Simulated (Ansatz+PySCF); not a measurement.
singlet CO: levels of theory in one basis

```xyz
2

C     0.0000    0.0000   -0.5802
O     0.0000    0.0000    0.4351
```

Basis set: STO-3G (spherical functions). Left uncorrelated: 2 orbitals. Charge 0, multiplicity 1.

Computed with Ansatz (development build ahead of 0.2.0); each method stands on the lowest determinant of its kind that the runs found.

```csv
method,E − E(RHF) (eV),<S²> of the determinant
RHF,0.00,0.00
RHF-CCSD,-3.01,–
RHF-CCSD(T),-3.12,–
full CI (lowest root of this spin),-3.14,–
```

(1) What does RHF-MP2 give on the same scale?

(2) Is a single determinant a sound starting point here?

Answers

(1) -2.83 eV.

(2) By this sign, yes. Unrestricted orbitals gain 0.00 eV and <S²> is 0.00 against 0.00 for a pure state.
